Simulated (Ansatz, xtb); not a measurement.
**Loss of H2: C2H6Si → C2H4Si + H2**

Species: C2H6Si (vinylsilane) `C=C[SiH3]`, singlet; C2H4Si (ethynylsilane) `C#C[SiH3]`, singlet; H2 (hydrogen), singlet. 

Shapes, held fixed at every level: PBE0-D4/def2-TZVP. Programs: Ansatz 0.2.0, xtb 6.7.1. The zero-point and thermal change to 298 K, harmonic and unscaled (PBE0-D4/def2-TZVP), is -26.8 kJ/mol.

Task: Estimate ΔH(298 K) of this reaction.

Result: The highest level, CCSD(T)/CBS estimate, gives ΔH(298 K) = +142.6 kJ/mol; the levels span +142.6 to +160.9. The column of differences is taken from that level and isn't an error. No measured value is set beside it here. The CBS estimate extrapolates MP2 from def2-TZVPP and def2-QZVPP and adds CCSD(T) − MP2 in the triple-zeta set, cores frozen; for H2 it overshoots the exact energy by about 1 mEh.

```
               level                    kind  ΔH(298 K) (kJ/mol)  less CCSD(T)/CBS estimate
            GFN2-xTB          semi-empirical              +160.9                      +18.3
       HF/def2-TZVPP            Hartree–Fock              +144.0                       +1.4
 B3LYP-D4/def2-TZVPP           global hybrid              +148.1                       +5.5
 BHLYP-D4/def2-TZVPP           global hybrid              +160.5                      +17.9
  wB97X-V/def2-TZVPP  range-separated hybrid              +160.2                      +17.6
        MP2/def2-SVP     perturbation theory              +143.4                       +0.8
  CCSD(T)/def2-TZVPP   coupled cluster or CI              +142.9                       +0.3
     CCSD/def2-TZVPP   coupled cluster or CI              +146.1                       +3.5
CCSD(T)/CBS estimate   coupled cluster or CI              +142.6                        0.0
```
